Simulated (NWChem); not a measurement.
# SiHF2 (SMILES F[SiH]F): UKT2 (NWChem form)/cc-pVDZ-DK (DKH2, SMD dioxane, esp resp)

Aim: the vertical doublet–quartet gap of SiHF2 at UKT2 (NWChem form)/cc-pVDZ-DK (DKH2, SMD dioxane, esp resp), from 2 runs. 

The results are computed with NWChem 7.3.0.

## 1. The system as given

SiHF2: 4 atoms, total charge 0, spin state doublet. As SMILES, `F[SiH]F`. Geometry: relaxed at GFN2-xTB.

Bond lengths: F1–Si2 1.606 Å, Si2–F3 1.606 Å, Si2–H4 1.439 Å. Angles: F1–Si2–F3 100.4°, F1–Si2–H4 108.7°, F3–Si2–H4 108.6°.

## 2. A single-point energy at UKT2 (NWChem form)/cc-pVDZ-DK (DKH2, SMD dioxane, esp resp)

mol.nw reads:

```
START mol
TITLE "F2HSi"
memory total 2200 mb

GEOMETRY units angstrom noautosym nocenter noautoz
F        1.226950       0.652980      -0.410280
Si      -0.028060      -0.342890      -0.301090
F       -1.234200       0.716240      -0.252780
H        0.035310      -1.026330       0.964150
END

BASIS spherical bse
* library cc-pVDZ-DK
END

RELATIVISTIC
douglas-kroll dkh
END

COSMO
do_cosmo_smd true
solvent dioxane
END

DFT
xc kt2
mult 2
grid medium
convergence energy 1e-07
direct
maxiter 150
mulliken
END

ESP
restrain
recalculate
END

TASK dft energy
TASK esp
```

Command:

```sh
$ nwchem mol.nw > mol.out
```

Log:

```text
[...]
          Wavefunction type:  spin polarized.
          No. of atoms     :     4
          No. of electrons :    33
[...]
          Charge           :     0
          Spin multiplicity:     2
[...]
          AO basis - number of functions:    51
[...]
              XC Information
              --------------
                          KT2 Method XC Functional
                        Slater Exchange Functional  1.072 local
                           KT1 gradient correction  1.000 non-local
            Perdew 1991 LDA Correlation Functional  0.577 local
[...]
 d= 0,ls=0.0,diis     1   -495.6183042759 -6.05D+02  1.62D-02  1.30D-01     5.2
[...]
 d= 0,ls=0.0,diis     5   -495.7055566206 -9.95D-08  1.91D-06  6.36D-09    30.5
[...]
         Total DFT energy =     -495.705556620630
      One electron energy =     -900.187739495572
           Coulomb energy =      342.662926983274
    Exchange-Corr. energy =      -47.631463184891
 Nuclear repulsion energy =      109.410130975550
             COSMO energy =        0.040588101009
[...]
      Total Density - Mulliken Population Analysis
     ---------------------------------------------
    Atom       Charge   Shell Charges
 -----------   ------   -------------------------------------------------------
    1 F    9     9.28   2.00  0.94  0.97  3.36  2.00  0.00
    2 Si  14    13.41   2.00  2.01  0.86  0.43  6.00  1.23  0.48  0.40
    3 F    9     9.28   2.00  0.94  0.97  3.36  2.00  0.00
    4 H    1     1.04   0.74  0.29  0.01
[...]
      <S2> =      0.7517 (Exact =     0.7500)
[...]
 Dipole moment                                  0.803458    0.801754    0.801754
 Quadrupole moment Qxx                         -4.451258   -4.442913   -4.442913
                   Qyy                          2.160397    2.154985    2.154985
                   Qzz                          2.290861    2.287928    2.287928
[...]
```

Run time: 32 s. Hardware: 1 thread of Intel Xeon Platinum 8259CL at 2.50GHz (Skylake/Cascade Lake), shared host; peak memory 0.11 GiB.

## 3. The quartet, same level

calc.nw reads:

```
START calc
memory total 2200 mb
charge 0

GEOMETRY units angstroms noautosym nocenter noautoz
  F      1.226950     0.652980    -0.410280
  Si    -0.028060    -0.342890    -0.301090
  F     -1.234200     0.716240    -0.252780
  H      0.035310    -1.026330     0.964150
END

BASIS spherical bse
  * library cc-pVDZ-DK
END

RELATIVISTIC
  douglas-kroll dkh
END

COSMO
  do_cosmo_smd true
  solvent dioxane
END

DFT
  xc kt2
  mult 4
  grid medium
  convergence energy 1e-07
  direct
  maxiter 150
  mulliken
  noprint "final vectors analysis"
END

ESP
  restrain
  recalculate
END

TASK dft energy
TASK esp
```

Command:

```sh
$ nwchem calc.nw > calc.out
```

Log:

```text
[...]
          Wavefunction type:  spin polarized.
          No. of atoms     :     4
          No. of electrons :    33
[...]
          Charge           :     0
          Spin multiplicity:     4
[...]
          AO basis - number of functions:    51
[...]
              XC Information
              --------------
                          KT2 Method XC Functional
                        Slater Exchange Functional  1.072 local
                           KT1 gradient correction  1.000 non-local
            Perdew 1991 LDA Correlation Functional  0.577 local
[...]
 d= 0,ls=0.0,diis     1   -495.2938791041 -6.05D+02  2.20D-02  1.48D-01     4.8
[...]
 d= 0,ls=0.0,diis     8   -495.4036161979 -5.73D-08  1.22D-06  2.56D-09    45.1
[...]
         Total DFT energy =     -495.403616197897
      One electron energy =     -898.924420244051
           Coulomb energy =      341.663020141884
    Exchange-Corr. energy =      -47.570894001596
 Nuclear repulsion energy =      109.410130975550
             COSMO energy =        0.018546930316
[...]
      Total Density - Mulliken Population Analysis
     ---------------------------------------------
    Atom       Charge   Shell Charges
 -----------   ------   -------------------------------------------------------
    1 F    9     9.15   2.00  0.96  0.95  3.32  1.91  0.00
    2 Si  14    13.93   2.00  2.01  0.80  0.36  6.00  1.29  0.99  0.47
    3 F    9     9.15   2.00  0.96  0.95  3.32  1.91  0.00
    4 H    1     0.77   0.61  0.13  0.03
[...]
      <S2> =      3.7544 (Exact =     3.7500)
[...]
 Dipole moment                                  0.786276    0.785490    0.785490
 Quadrupole moment Qxx                         -0.295366   -0.299131   -0.299131
                   Qyy                         -0.035746   -0.040999   -0.040999
                   Qzz                          0.331113    0.340130    0.340130
[...]
```

Wall time 47 s (1 thread of Intel Xeon Platinum 8259CL at 2.50GHz (Skylake/Cascade Lake), shared host); peak memory 0.11 GiB.

## 4. What came out

At UKT2 (NWChem form)/cc-pVDZ-DK (DKH2, SMD dioxane, esp resp):

```
                                        quantity          value
                           doublet: total energy  -495.70556 Eh
                          doublet: dipole moment         1.91 D
     doublet: HOMO energy (highest over α and β)       -5.68 eV
      doublet: LUMO energy (lowest over α and β)       -3.65 eV
             doublet: solvent term in the energy    -2.5 kJ/mol
                                   doublet: ⟨S²⟩          0.752
                           quartet: total energy  -495.40362 Eh
                          quartet: dipole moment         1.66 D
     quartet: HOMO energy (highest over α and β)       -1.66 eV
             quartet: solvent term in the energy    -8.5 kJ/mol
                                   quartet: ⟨S²⟩          3.754
vertical energy of the quartet above the doublet       8.216 eV
```

**Reading.** At this shape the quartet lies 8.22 eV (189 kcal/mol) above the doublet. Mulliken charges (doublet) run from -0.28 on F1 to +0.59 on Si2; they depend strongly on the basis.
